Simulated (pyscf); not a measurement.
**Four-centre exchange: HO–B(Cl)–Cl + silane (SiH₄) → HO–BH–Cl + H₃Si–Cl**

Gas phase, singlet surface, charge 0. Bonds broken: B2–Cl3, Si6–H7. Bonds formed: B2–H7, Cl3–Si6. Optimised with ωB97X-D3(BJ)/def2-SVP in PySCF.

Transition state (Å):

```xyz
10

O     -0.9706    -1.5464     0.9061
B     -1.1578    -0.5582    -0.0221
Cl    -0.4821    -1.0431    -1.8466
Cl    -2.8261     0.0999    -0.2003
H     -0.0705    -1.8854     0.9463
Si    -0.1067     1.2775    -1.3782
H     -0.3495     0.4460     0.1361
H     -0.5576     1.5319    -2.7709
H     -0.6640     2.4054    -0.5809
H      1.3683     1.1995    -1.2562
```

One imaginary mode, 364i cm⁻¹; descent along it reached the two sides named.

```tsv
bond	change	reactant side (Å)	saddle	product side
B2–Cl3	breaks	1.770	2.005	3.1
Si6–H7	breaks	1.492	1.745	3.9
B2–H7	forms	2.9	1.299	1.205
Cl3–Si6	forms	3.6	2.397	2.079
```

Electronic energies relative to the separated reactants (kcal/mol):

| level | barrier | reaction energy | reverse barrier |
|---|---|---|---|
| ωB97X-D3(BJ)/def2-TZVP | 28.3 | -5.1 | 33.3 |
| PBE/def2-TZVP | 28.1 | -3.1 | 31.2 |
| r²SCAN/def2-TZVP | 28.9 | -3.4 | 32.3 |
| B3LYP-D3(BJ)/def2-TZVP | 31.6 | -4.3 | 35.8 |
| PBE0-D3(BJ)/def2-TZVP | 27.3 | -3.5 | 30.8 |
| M06-2X/def2-TZVP | 29.6 | -5.3 | 34.9 |
| ωB97M-D3(BJ)/def2-TZVP | 30.9 | -4.1 | 35.0 |
| HF/def2-TZVP | 50.0 | -6.3 | 56.4 |

With ωB97M-D3(BJ)/def2-TZVP energies and thermal terms (ideal gas, 1 atm, RRHO with modes under 100 cm⁻¹ raised to 100, one conformer, R ln 2 for chiral ones without a mode under 150 cm⁻¹), in kcal/mol:

```
T (K)   ΔH‡   ΔG‡    ΔH    ΔG
-----  ----  ----  ----  ----
298    32.2  42.9  -2.9  -4.0
600    32.5  53.6  -3.2  -4.9
900    32.9  64.1  -3.3  -5.8
1200   33.5  74.3  -3.5  -6.5
```

The same reactants have a lower exit, to HO–SiH₃ + Cl–BH–Cl (barrier +22.1 kcal/mol at ωB97M-D3(BJ)/def2-TZVP, against +30.9 kcal/mol here). One saddle was located; it need not be the lowest between these sides.
